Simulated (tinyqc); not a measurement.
Inside a calculation (part 2 of 2). Method: CIS and TDHF on RHF in the sto-6g basis, frozen core, for H2O, spin multiplicity 1. Computed by tinyqc, a small Python program that keeps every step (integrals from PySCF). Command: `OMP_NUM_THREADS=1 python tinyqc.py 30859 30860 out.jsonl` (the two numbers bound the seeds that draw the settings). One thread of a shared host (Intel(R) Xeon(R) Processor @ 2.60GHz), about 0.1 s of CPU time with the checks.

Geometry (angstrom):
```
atom        x         y        z
O     0.00000   0.00000  0.00000
H     0.00000   0.72500  0.68100
H     0.00000  -0.72500  0.68100
```

## CIS triplet states

CIS matrix A, triplet (hartree), order 2>6, 2>7, 3>6, 3>7, 4>6, 4>7, 5>6, 5>7:
$$\begin{pmatrix}
1.22263 & 0.00000 & 0.00000 & -0.09096 & -0.05219 & 0.00000 & 0.00000 & 0.00000 \\
0.00000 & 1.31244 & -0.09096 & 0.00000 & 0.00000 & 0.01019 & 0.00000 & 0.00000 \\
0.00000 & -0.09096 & 0.58495 & 0.00000 & 0.00000 & -0.05151 & 0.00000 & 0.00000 \\
-0.09096 & 0.00000 & 0.00000 & 0.63814 & -0.05151 & 0.00000 & 0.00000 & 0.00000 \\
-0.05219 & 0.00000 & 0.00000 & -0.05151 & 0.49724 & 0.00000 & 0.00000 & 0.00000 \\
0.00000 & 0.01019 & -0.05151 & 0.00000 & 0.00000 & 0.54683 & 0.00000 & 0.00000 \\
0.00000 & 0.00000 & 0.00000 & 0.00000 & 0.00000 & 0.00000 & 0.38036 & 0.00000 \\
0.00000 & 0.00000 & 0.00000 & 0.00000 & 0.00000 & 0.00000 & 0.00000 & 0.44983
\end{pmatrix}$$

Diagonalise A (1 hartree = 27.211386 eV); each vector has its largest component positive (the first on a tie).

triplet excitation energies (eV): [10.35008, 12.24058, 12.84486, 13.83477, 16.64822, 17.60288, 33.71697, 36.02746]

lowest vectors, order 2>6, 2>7, 3>6, 3>7, 4>6, 4>7, 5>6, 5>7:
$$\begin{pmatrix}
0.00000 & 0.00000 & 0.10688 & 0.00000 & 0.00000 & 0.11387 \\
0.00000 & 0.00000 & 0.00000 & 0.05828 & 0.11103 & 0.00000 \\
0.00000 & 0.00000 & 0.00000 & 0.60414 & 0.78723 & 0.00000 \\
0.00000 & 0.00000 & 0.34743 & 0.00000 & 0.00000 & 0.92652 \\
0.00000 & 0.00000 & 0.93160 & 0.00000 & 0.00000 & -0.35860 \\
0.00000 & 0.00000 & 0.00000 & 0.79474 & -0.60658 & 0.00000 \\
1.00000 & 0.00000 & 0.00000 & 0.00000 & 0.00000 & 0.00000 \\
0.00000 & 1.00000 & 0.00000 & 0.00000 & 0.00000 & 0.00000
\end{pmatrix}$$

## TDHF (RPA) triplet states

Two-electron integrals over orbitals (pq|rs), unique and non-zero (hartree); the lowest 1 orbital is frozen and left out:
```
(22|22) 0.73143    (32|32) 0.13978    (33|22) 0.64503    (33|33) 0.62954
(42|22) -0.00351   (42|33) 0.00407    (42|42) 0.12544    (43|32) 0.01935
(43|43) 0.05113    (44|22) 0.66712    (44|33) 0.59321    (44|42) -0.10022
(44|44) 0.74841    (52|52) 0.14569    (53|53) 0.02882    (54|52) -0.04897
(54|54) 0.05483    (55|22) 0.75026    (55|33) 0.62861    (55|42) -0.07714
(55|44) 0.71291    (55|55) 0.88066    (62|22) 0.14454    (62|33) 0.08002
(62|42) 0.02155    (62|44) 0.07569    (62|55) 0.15492    (62|62) 0.10311
(63|32) -0.03099   (63|43) -0.02895   (63|63) 0.06472    (64|22) 0.10273
(64|33) 0.04739    (64|42) -0.04880   (64|44) 0.12904    (64|55) 0.12969
(64|62) 0.05832    (64|64) 0.08355    (65|52) 0.05512    (65|54) 0.00075
(65|65) 0.03727    (66|22) 0.62294    (66|33) 0.57393    (66|42) 0.05219
(66|44) 0.55870    (66|55) 0.59806    (66|62) 0.10390    (66|64) 0.04764
(66|66) 0.60819    (72|32) 0.04218    (72|43) -0.03665   (72|63) 0.03484
(72|72) 0.06235    (73|22) 0.13957    (73|33) 0.09035    (73|42) -0.08387
(73|44) 0.14756    (73|55) 0.19078    (73|62) 0.07385    (73|64) 0.09071
(73|66) 0.04072    (73|73) 0.15794    (74|32) -0.07934   (74|43) -0.00338
(74|63) 0.04546    (74|72) -0.01482   (74|74) 0.07313    (75|53) 0.02356
(75|75) 0.02352    (76|32) 0.09096    (76|43) 0.05151    (76|63) -0.05722
(76|72) -0.01179   (76|74) -0.06062   (76|76) 0.11079    (77|22) 0.61696
(77|33) 0.60457    (77|42) -0.01019   (77|44) 0.59293    (77|55) 0.61240
(77|62) 0.06561    (77|64) 0.03946    (77|66) 0.56914    (77|73) 0.08117
(77|77) 0.60883
```

B(ia,jb) = - (ib|ja); the squared energies are the eigenvalues of (A - B)(A + B); 1 hartree = 27.211386 eV.

TDHF matrix B, triplet (hartree), order 2>6, 2>7, 3>6, 3>7, 4>6, 4>7, 5>6, 5>7:
$$\begin{pmatrix}
-0.10311 & 0.00000 & 0.00000 & -0.03484 & -0.05832 & 0.00000 & 0.00000 & 0.00000 \\
0.00000 & -0.06235 & -0.07385 & 0.00000 & 0.00000 & 0.01482 & 0.00000 & 0.00000 \\
0.00000 & -0.07385 & -0.06472 & 0.00000 & 0.00000 & -0.09071 & 0.00000 & 0.00000 \\
-0.03484 & 0.00000 & 0.00000 & -0.15794 & -0.04546 & 0.00000 & 0.00000 & 0.00000 \\
-0.05832 & 0.00000 & 0.00000 & -0.04546 & -0.08355 & 0.00000 & 0.00000 & 0.00000 \\
0.00000 & 0.01482 & -0.09071 & 0.00000 & 0.00000 & -0.07313 & 0.00000 & 0.00000 \\
0.00000 & 0.00000 & 0.00000 & 0.00000 & 0.00000 & 0.00000 & -0.03727 & 0.00000 \\
0.00000 & 0.00000 & 0.00000 & 0.00000 & 0.00000 & 0.00000 & 0.00000 & -0.02352
\end{pmatrix}$$

squared energies w^2 (hartree^2): [0.14328, 0.19715, 0.20180, 0.23133, 0.37030, 0.40039, 1.52314, 1.74287]

TDHF energies from the positive w^2 (eV): [10.30028, 12.08228, 12.22383, 13.08786, 16.55884, 17.21837, 33.58311, 35.92392]
